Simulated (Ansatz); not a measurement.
Calculated with Ansatz (gas phase, PBE0-D4/def2-TZVP geometries, no zero-point term in ΔE). CCSD(T)/CBS adds triple-zeta CCSD(T) − MP2 to the extrapolated MP2 energy (def2 sets, frozen cores). DFT in def2-TZVPP. Each species was taken in one conformer, which may not be the lowest.

Reaction (isomerisation): `C1=COCCC1` → `C#CCOCC`

```json
{"species": "`C1=COCCC1`", "LDA (SPW92) energy (Eh)": "-268.29030"}
{"species": "`C#CCOCC`", "LDA (SPW92) energy (Eh)": "-268.21137"}
```

(1) Work out ΔE.

Largest T1 diagnostic among the species: 0.012.

Results:

(1) ΔE = (-268.21137) − (-268.29030) = 0.07893 Eh = +207.2 kJ/mol. CCSD(T)/CBS gives +159.2 kJ/mol.

Leaving LDA and LC-ωPBE aside and taking each functional with its dispersion term where it has one, the values, not all of them listed here, spread over 34.6 kJ/mol, from BLYP-D4 to PBE0-D4. LDA lies +36.4 kJ/mol from PBE without D4. From BLYP to BHLYP (50 % exact exchange), in def2-TZVPP and without D4, ΔE moves by +22.9 kJ/mol. At CCSD(T), def2-SVP lies +9.5 kJ/mol from the extrapolated value and def2-TZVPP +0.2 kJ/mol.
